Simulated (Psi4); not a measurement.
# UM06-2X/6-311+G(d,p) run of CH4FSi (SMILES [CH2][SiH2]F)

What is the vertical electron affinity of CH4FSi at UM06-2X/6-311+G**? 

The calculation is run with Psi4 1.11.

3 further runs of the same task are left out: 3 set aside as unsound or not needed.

## 1. Starting point

CH4FSi: 7 atoms, total charge 0, spin state doublet. As SMILES, `[CH2][SiH2]F`. The coordinates come from a PBE0-D4/def2-TZVP relaxation. This is one conformer, not always the lowest.

Bond lengths: C1–Si2 1.828 Å, Si2–F3 1.601 Å, C1–H4 1.085 Å, C1–H5 1.086 Å, Si2–H6 1.486 Å, Si2–H7 1.486 Å. Angles: C1–Si2–F3 109.0°, C1–Si2–H6 111.6°, C1–Si2–H7 111.7°, F3–Si2–H6 107.8°, F3–Si2–H7 107.6°, Si2–C1–H4 122.6°, Si2–C1–H5 122.3°, H6–Si2–H7 109.0°, H4–C1–H5 115.1°.

## 2. A single-point energy at UM06-2X/6-311+G(d,p)

The input, job.inp:

```
memory 1.6 GB

molecule mol {
  0 2
  C     -1.64765221     0.53120201    -1.16369335
  Si     1.11229280    -0.29725392     0.74171750
  F      1.23323527    -3.30607586     1.04029423
  H     -2.90261933    -0.88061237    -1.96248058
  H     -2.14672888     2.47686403    -1.58340152
  H      0.96357135     0.81371607     3.31703627
  H      3.50355224     0.53384763    -0.47564407
  units au
  symmetry c1
  no_reorient
  no_com
}

set reference uks
set puream true
set e_convergence 1e-09
set d_convergence 1e-08
set scf_type pk
set dft_radial_points 99
set dft_spherical_points 590
set maxiter 200

e, wfn = energy("m06-2x/6-311+G**", return_wfn=True)
oeprop(wfn, "MAYER_INDICES", "DIPOLE", "QUADRUPOLE", title="M06-2X")
print_variables()
```

Started as:

```bash
$ psi4 -i job.inp -o job.out -n 1
```

job.out:

```text
[...]
  Running in c1 symmetry.
[...]
  Nuclear repulsion =  107.849747826140558
[...]
  Multiplicity = 2
[...]
  Nalpha       = 17
  Nbeta        = 16
[...]
    Number of basis functions: 98
[...]
   @UKS iter   1:  -429.63066494075383   -5.18667e-01   6.30892e-03 ADIIS/DIIS
[...]
   @UKS iter  12:  -429.81076626719420   -3.06954e-12   3.24823e-09 DIIS
[...]
   @S^2 Observed:                7.548293773E-01
[...]
    Orbital Energies [Eh]
    ---------------------
    Alpha Occupied:
       1A    -67.034709     2A    -25.225081     3A    -10.557434
       4A     -5.582252     5A     -3.896019     6A     -3.892735
       7A     -3.892669     8A     -1.328428     9A     -0.795301
      10A     -0.636657    11A     -0.545516    12A     -0.539873
      13A     -0.527388    14A     -0.496911    15A     -0.419943
      16A     -0.414813    17A     -0.305084
    Alpha Virtual:
      18A      0.009683    19A      0.015207    20A      0.026647
      21A      0.037958    22A      0.061115    23A      0.067084
      24A      0.089897    25A      0.098248    26A      0.119293
[...]
  @UKS Final Energy:  -429.81076626719420
   => Energetics <=
    Nuclear Repulsion Energy =            107.8497478261405575
    One-Electron Energy =                -808.6174331460329086
    Two-Electron Energy =                 289.2093242001761269
    DFT Exchange-Correlation Energy =     -18.2524051474779192
    Empirical Dispersion Energy =           0.0000000000000000
    VV10 Nonlocal Energy =                  0.0000000000000000
    Total Energy =                       -429.8107662671941966
[...]
 Multipole Moments:
 ------------------------------------------------------------------------------------
     Multipole            Electronic (a.u.)      Nuclear  (a.u.)        Total (a.u.)
 ------------------------------------------------------------------------------------
 L = 1.  Multiply by 2.5417464519 to convert [e a0] to [Debye]
 Dipole X            :        -16.4386606           16.2030788           -0.2355819
 Dipole Y            :         28.4712553          -27.7852102            0.6860451
 Dipole Z            :        -12.2683125           12.0600431           -0.2082694
 Magnitude           :                                                    0.7546740
 L = 2.  Multiply by 1.3450342976 to convert [e a0^2] to [Debye ang]
 Quadrupole XX       :        -92.6075956           73.5340956          -19.0735000
 Quadrupole XY       :         47.5184045          -46.6814452            0.8369592
[...]
```

Wall time 34 s (1 thread of Intel Xeon 6975P-C (Granite Rapids), shared host); peak memory 0.84 GiB.

## 3. The singlet anion: energy and gradient at M06-2X/6-311+G(d,p)

The input, job.py:

```python
import psi4

psi4.set_memory(1600000000)
psi4.set_num_threads(1)
psi4.set_output_file('psi4.out', False)

molecule = psi4.geometry("""
-1 1
C     -0.871900     0.281100    -0.615800
Si     0.588600    -0.157300     0.392500
F      0.652600    -1.749500     0.550500
H     -1.536000    -0.466000    -1.038500
H     -1.136000     1.310700    -0.837900
H      0.509900     0.430600     1.755300
H      1.854000     0.282500    -0.251700
symmetry c1
no_reorient
no_com
""")

psi4.set_options({
    'basis': '6-311+G**',
    'puream': True,
    'e_convergence': 1e-09,
    'd_convergence': 1e-08,
    'scf_type': 'pk',
    'dft_radial_points': 99,
    'dft_spherical_points': 590,
})

E, wfn = psi4.gradient('m06-2x', molecule=molecule, return_wfn=True)
print('gradient / Eh bohr^-1')
print(E.np.round(6))
print(f'energy = {wfn.energy():.10f} Eh')
```

Started as:

```bash
$ python job.py
```

psi4.out:

```text
[...]
  Running in c1 symmetry.
[...]
  Nuclear repulsion =  107.849747886844682
[...]
  Multiplicity = 1
[...]
  Nalpha       = 17
  Nbeta        = 17
[...]
    Number of basis functions: 98
[...]
   @RKS iter   1:  -429.44860827102713   -3.36612e-01   9.04793e-03 ADIIS/DIIS
[...]
   @RKS iter  13:  -429.84204516674936   -1.26192e-11   5.25976e-09 DIIS
[...]
    Orbital Energies [Eh]
    ---------------------
    Doubly Occupied:
       1A    -66.821750     2A    -25.041478     3A    -10.260259
       4A     -5.367472     5A     -3.682001     6A     -3.678181
       7A     -3.677044     8A     -1.145635     9A     -0.507753
      10A     -0.434972    11A     -0.356957    12A     -0.356818
      13A     -0.318246    14A     -0.227204    15A     -0.210116
      16A     -0.163980    17A      0.003700
[...]
  @RKS Final Energy:  -429.84204516674936
   => Energetics <=
    Nuclear Repulsion Energy =            107.8497478868446819
    One-Electron Energy =                -815.8746472659620395
    Two-Electron Energy =                 296.5589463577714469
    DFT Exchange-Correlation Energy =     -18.3760921454033763
    Empirical Dispersion Energy =           0.0000000000000000
    VV10 Nonlocal Energy =                  0.0000000000000000
    Total Energy =                       -429.8420451667493580
[...]
 Multipole Moments:
 ------------------------------------------------------------------------------------
     Multipole            Electronic (a.u.)      Nuclear  (a.u.)        Total (a.u.)
 ------------------------------------------------------------------------------------
 L = 1.  Multiply by 2.5417464519 to convert [e a0] to [Debye]
 Dipole X            :        -15.4982791           16.2030787            0.7047996
 Dipole Y            :         28.0560842          -27.7852101            0.2708741
 Dipole Z            :        -11.5855252           12.0600432            0.4745179
 Magnitude           :                                                    0.8917861
[...]
  -Total Gradient:
     Atom            X                  Y                   Z
    ------   -----------------  -----------------  -----------------
       1       -0.019361206987     0.007674900163    -0.014023231435
       2        0.056305747325    -0.043953244598     0.040871634672
       3       -0.009784187677     0.030861336114    -0.008497257804
       4       -0.000670409322     0.001505412378    -0.000134758966
       5       -0.000207430643    -0.001377859263    -0.000378820082
       6       -0.012600173547     0.002246351804    -0.009289202448
       7       -0.013662414522     0.003098700970    -0.008531159232
[...]
```

The script printed:

```text
gradient / Eh bohr^-1
[[-0.019361  0.007675 -0.014023]
 [ 0.056306 -0.043953  0.040872]
 [-0.009784  0.030861 -0.008497]
 [-0.00067   0.001505 -0.000135]
 [-0.000207 -0.001378 -0.000379]
 [-0.0126    0.002246 -0.009289]
 [-0.013662  0.003099 -0.008531]]
energy = -429.8420451667 Eh
```

Run time: 29 s. Hardware: 1 thread of Intel Xeon 6975P-C (Granite Rapids), shared host; peak memory 0.84 GiB.

## 4. Outcome

Level: UM06-2X/6-311+G**.

| quantity | value |
| --- | --- |
| doublet CH4FSi: total energy | -429.81077 Eh |
| doublet CH4FSi: dipole moment | 1.92 D |
| doublet CH4FSi: HOMO energy (highest over α and β) | -8.30 eV |
| doublet CH4FSi: LUMO energy (lowest over α and β) | -1.94 eV |
| doublet CH4FSi: ⟨S²⟩ | 0.755 |
| singlet anion: total energy | -429.84205 Eh |
| singlet anion: HOMO energy | 0.10 eV |
| singlet anion: LUMO energy | 4.00 eV |
| singlet anion: HOMO–LUMO gap (to an unbound level, set by the basis) | 3.90 eV |
| singlet anion: largest force on an atom | 4.232 eV/Å |
| vertical electron affinity (to the singlet anion) | 0.851 eV |

In words: At fixed nuclei the extra electron is bound by 0.85 eV (82.1 kJ/mol). The HOMO (singlet anion) lies at positive energy, 0.10 eV; only total energies tell whether the electron is bound.
